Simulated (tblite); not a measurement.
# BrFH: the cost of one run

Programs: tblite 0.8.0 and PySCF 2.14.0. All values are calculated, for the isolated system unless a continuum is named. Atoms count from 0, parts from 1.

## 1. The system as given

3 atoms, charge -1, multiplicity 1; geometry: rigid parts in contact. Parts: 1 = atoms 0–1, `Br`, charge 0; 2 = atom 2, `[F-]`, charge -1.

## 2. Search for minima with GFN2-xTB

Job settings and geometry (Å):

```
{"job": {"kind": "dock", "xc": "GFN2-xTB", "basis": "xTB"}, "charge": -1, "multiplicity": 1, "parts": [{"atoms": "0-1", "charge": 0, "multiplicity": 1}, {"atoms": "2-2", "charge": -1, "multiplicity": 1}]}
Br     0.700625    -0.009770    -0.010819
H     -0.700625     0.009770     0.010819
F     -1.806285    -1.571946     0.791796
```

Method: GFN2-xTB search for minima from random contacts, gas phase.

Launch:

```console
> OMP_NUM_THREADS=1 python cluster_run.py task.json out
```

One launch serves the whole session: the jobs run in the order shown.

Q: Estimate the wall time of this first job on 1 thread of Arm Neoverse N1, shared host.

About 4.4 s.
